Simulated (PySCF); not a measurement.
Isomers of C5H10S, one GFN2-xTB conformer each. Single-point energies are computed at PBE0/pcSseg-1 (PySCF, gas phase, no added dispersion term), electronic only.

```tsv
SMILES	GFN2-xTB relative energy (kcal/mol)
CC[C@@H]1CCS1	0.0
C=CSCCC	16.3
CCC1CSC1	0.5
```

Conformers: `[CH3:1][CH2:2][C@@H:3]1[CH2:4][CH2:5][S:6]1` with C1–C2–C3–C4 -73°, C2–C3–C4–C5 -130°, C3–C4–C5–S6 11°, C4–C5–S6–C3 -10°, C2–C3–S6–C5 131°; `[CH2:1]=[CH:2][S:3][CH2:4][CH2:5][CH3:6]` with C1–C2–S3–C4 2°, C2–S3–C4–C5 78°, S3–C4–C5–C6 67°; `[CH3:1][CH2:2][CH:3]1[CH2:4][S:5][CH2:6]1` with C1–C2–C3–C4 -179°, C2–C3–C4–S5 135°, C3–C4–S5–C6 -11°, C4–S5–C6–C3 11°, C2–C3–C6–S5 -134°.

Task: What does PBE0/pcSseg-1 give for the same structures?

Result: 
```
       SMILES  PBE0/pcSseg-1 E (Eh)  PBE0/pcSseg-1 (kcal/mol)  GFN2-xTB (kcal/mol)  point group
CC[C@@H]1CCS1            -594.30117                       0.0                  0.0           C1
     CCC1CSC1            -594.29965                       1.0                  0.5           C1
      C=CSCCC            -594.29146                       6.1                 16.3           C1
```

Both levels put the same isomer lowest; measured from each level's own lowest isomer, the values differ by up to 10.2 kcal/mol (C=CSCCC: 16.3 against 6.1). As drawn, the lowest has a four-membered ring, which the highest lacks; the highest has a C=C bond outside aromatic rings, which the lowest lacks. Neighbours under 2.5 kcal/mol apart (CC[C@@H]1CCS1 and CCC1CSC1) can change places with a better method, another conformer or zero-point energy.

Task: Which frontier levels, dipoles and rotational constants go with these structures?

Result: 
```json
{"SMILES": "CC[C@@H]1CCS1", "HOMO (eV, PBE0/pcSseg-1)": "-6.21", "LUMO (eV)": "0.27", "dipole (D)": "2.03", "A, B, C (MHz)": "5815, 1894, 1538"}
{"SMILES": "CCC1CSC1", "HOMO (eV, PBE0/pcSseg-1)": "-6.21", "LUMO (eV)": "0.41", "dipole (D)": "2.25", "A, B, C (MHz)": "7493, 1633, 1435"}
{"SMILES": "C=CSCCC", "HOMO (eV, PBE0/pcSseg-1)": "-6.22", "LUMO (eV)": "0.28", "dipole (D)": "1.33", "A, B, C (MHz)": "4545, 1818, 1553"}
```

Task: As an exercise, what shares would exp(−E/RT) give at 500 K from these electronic energies alone (no entropy, no degeneracies)?

Result: RT = 0.994 kcal/mol: CC[C@@H]1CCS1 72.3 %, CCC1CSC1 27.6 %, C=CSCCC 0.2 %.
